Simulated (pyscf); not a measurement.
H₃Si–GeH₃ + O [triplet] → SiH₃• + •O–GeH₃ (substitution at Ge; triplet surface; Ge–Si broken, Ge–O formed). Optimised with ωB97X-D3(BJ)/def2-SVP in PySCF. Energies in kJ/mol from the separated reactants.

| level | barrier | reaction energy |
|---|---|---|
| ωB97X-D3(BJ)/def2-TZVP | 23.5 | -38.4 |
| PBE/def2-TZVP | (withheld) | (withheld) |
| r²SCAN/def2-TZVP | -24.5 | -80.4 |
| B3LYP-D3(BJ)/def2-TZVP | -4.3 | -66.2 |
| M06-2X/def2-TZVP | (withheld) | -79.9 |
| HF/def2-TZVP | 146.2 | +8.3 |

Q: What belongs in the gaps?

A: 
- PBE/def2-TZVP, barrier: -45.5
- PBE/def2-TZVP, reaction energy: -89.8
- M06-2X/def2-TZVP, barrier: 12.1

At PBE, r²SCAN, B3LYP-D3(BJ) this geometry lies under the reactants; that is no barrier but a single point on another level's saddle; such a level's own saddle, if it has one, lies nearer that side and is low. SiH₃• + •O–GeH₃ also meet on a surface of lower spin, which isn't treated here. •O–GeH₃ lies 138.3 kJ/mol over its isomer HO–GeH₂• (electronic energy, ωB97M-D3(BJ)/def2-TZVP). One saddle was located; it need not be the lowest between these sides. The angle at the attacked Ge is 155°. Left out: the spin-orbit lowering of O. Elements up to Kr have no core potential and no relativistic terms here.
